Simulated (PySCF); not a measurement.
## Working with the constants of LiSi⁻

ROHF-CCSD(T) constants of LiSi⁻, triplet, unpaired electrons π ↑↑ (Li aug-cc-pVDZ-DK, Si aug-cc-pVDZ-DK; spin-free X2C with a Gaussian nucleus (PySCF 2.14); masses 7.0160 and 27.9769 u):

| Property | Result |
| --- | --- |
| ωe | 313.7 cm⁻¹ |
| ωexe | 2.25 cm⁻¹ |
| Be | 0.45486 cm⁻¹ |
| αe | 0.00634 cm⁻¹ |
| De to Li + Si⁻ | 1.24 eV |

Q: What force constant and bond length do these constants imply?

A: Reduced mass μred = 5.6093 u; k = 5.8918×10⁻⁷·μred·ωe² (u, cm⁻¹, mdyn/Å) = 0.325 mdyn/Å; Re = √(16.8576/(μred·Be)) (u, cm⁻¹, Å) = 2.570 Å.

Q: Estimate the centrifugal constant D from the Kratzer relation and find the Dunham coefficient a1.

A: D = 4Be³/ωe² = 3.83e-06 cm⁻¹; a1 = −1 − αeωe/(6Be²) = -2.60.

Correlated steps freeze 5 core orbitals. Correlated levels converge slowly with the basis: in double zeta they bind strong bonds too weakly, by up to about 1 eV, and carry superposition errors of some tenths. For an ion De counts to the pair picked by the measured ionisation energies or electron affinities, which need not be the lowest pair at this level. The CCSD T1 diagnostic is raised, a sign that a single reference may not be enough here. The state was picked by a PBE0 search and need not be the measured ground state.
